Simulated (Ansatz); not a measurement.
Results of PBE0-D4 (PAW; Ansatz, an electronic-structure program) for litharge SnO.

Run with plane-wave cutoff 520 eV, 8×8×6 k mesh (along the axes of the cell as run), Fermi–Dirac smearing 0.01 eV, scalar-relativistic PAW data made under PBE.

Starting structure:

```yaml
crystal:
  lattice:
    - [3.80000, 0.00000, 0.00000]
    - [0.00000, 3.80000, 0.00000]
    - [0.00000, 0.00000, 4.84000]
  atoms:
    - { symbol: Sn, position: [0.50000, 0.00000, 0.76200] }
    - { symbol: Sn, position: [0.00000, 0.50000, 0.23800] }
    - { symbol: O, position: [0.50000, 0.50000, 0.00000] }
    - { symbol: O, position: [0.00000, 0.00000, 0.00000] }
```

### Question
Into what structure does the relaxation of cell and atoms lead at this level, with the symmetry of the start kept?

### Answer
The volume falls by 3.9 %; final space group P4/nmm.
```yaml
crystal:
  lattice:
    - [3.77311, 0.00000, 0.00000]
    - [0.00000, 3.77311, 0.00000]
    - [0.00000, 0.00000, 4.71576]
  atoms:
    - { symbol: Sn, position: [0.50000, 0.00000, 0.75789] }
    - { symbol: Sn, position: [0.00000, 0.50000, 0.24211] }
    - { symbol: O, position: [0.50000, 0.50000, 0.00000] }
    - { symbol: O, position: [0.00000, 0.00000, 0.00000] }
```

Note: a distance lies near a switch of the dispersion term, which can move the cell.
